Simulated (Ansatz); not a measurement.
# BNH+ (triplet): the correlation ladder, cc-pVDZ

How much of the correlation energy of BNH+ (triplet) does each wave-function method recover here?

The runs use Ansatz 0.2.0, Gaussian basis; cc-pVDZ, core rule «outside noble gas», up to 2 orbitals frozen.

The runs, in order: UHF; CCSD(T) on ROHF; CCSD(T) on UHF; BCCD(T) on ROHF; CISD; CCSDT(Q) on ROHF; CCSDT(Q) on UHF; CASSCF and MRCISD+Q, 8 electrons in 9 orbitals; CASSCF and NEVPT2, 8 electrons in 9 orbitals.

7 further runs of the same task are left out: 2 for a known fault of the program, 5 set aside as unsound or not needed.

### 1 What is computed

The geometry is a PBE0/def2-TZVP stationary point (not a proven minimum) of the parent state, kept for this charge and spin.

3 atoms, charge 1, spin multiplicity 3.

Atoms are counted from 1 here; the program's logs count them from 0.

Bond lengths: B1–N2 1.234 Å, N2–H3 0.993 Å. Angles: B1–N2–H3 180.0°.

### 2 UHF

File in.yaml:

```yaml
crystal:
  periodic: [false, false, false]
  atoms:
    - {symbol: B, position_ang: [0.000000, 0.000000, 1.153245]}
    - {symbol: N, position_ang: [0.000000, 0.000000, -0.080303]}
    - {symbol: H, position_ang: [0.000000, 0.000000, -1.072942]}
basis:
  gaussian: {orbitals: cc-pVDZ}
total_charge: 1
magnetization: {spin_polarized: true, initial_magnetization: 2}
hamiltonian: {xc: hf}
output: {orbitals: {seedname: orbitals}}
```

Launch:

```sh
$ ansatz run in.yaml --threads 1 --pin off --events-out ev --progress --plain --max-ram 4096MiB --backend cpu
```

The runs that follow: CCSD(T) on ROHF; CCSD(T) on UHF; BCCD(T) on ROHF; CISD; CCSDT(Q) on ROHF; CCSDT(Q) on UHF; CASSCF and MRCISD+Q, 8 electrons in 9 orbitals; CASSCF and NEVPT2, 8 electrons in 9 orbitals.

**Question.** What will the summary of the whole plan be? Wanted: UCCSDT(Q) below the RHF energy; RMP2 from UCCSDT(Q); UMP2 from UCCSDT(Q); RCCSD from UCCSDT(Q); RCCSD(T) from UCCSDT(Q); UCCSD(T) from UCCSDT(Q); RCCSDT(Q) from UCCSDT(Q); NEVPT2 valence from UCCSDT(Q); MRCISD+Q valence from UCCSDT(Q).

The runs gave:

| quantity | value |
| --- | --- |
| UCCSDT(Q) below the RHF energy | -5.1336 eV |
| RMP2 from UCCSDT(Q) | +16.33 kcal/mol |
| UMP2 from UCCSDT(Q) | +16.45 kcal/mol |
| RCCSD from UCCSDT(Q) | +3.81 kcal/mol |
| RCCSD(T) from UCCSDT(Q) | +0.74 kcal/mol |
| UCCSD(T) from UCCSDT(Q) | +0.72 kcal/mol |
| RCCSDT(Q) from UCCSDT(Q) | +0.03 kcal/mol |
| NEVPT2 valence from UCCSDT(Q) | +12.76 kcal/mol |
| MRCISD+Q valence from UCCSDT(Q) | +0.38 kcal/mol |
| levels within 1 kcal/mol (43 meV) | RCCSD(T), UCCSD(T), BCCD(T), RCCSDT, UCCSDT, RCCSDT(Q), MRCISD+Q valence |
| T1 diagnostic | 0.019 |
| effectively unpaired electrons | 2.02 |

What this shows: RCCSD(T) lands +0.74 kcal/mol from the yardstick (0.6 % of the correlation energy). One determinant dominates. Of the multireference levels listed MRCISD+Q valence comes nearest in total energy (+0.38 kcal/mol), which doesn't show that its space is the better one. These misses are within one basis, not against nature; the frozen cores of restricted and unrestricted runs differ, which can shift their rows.
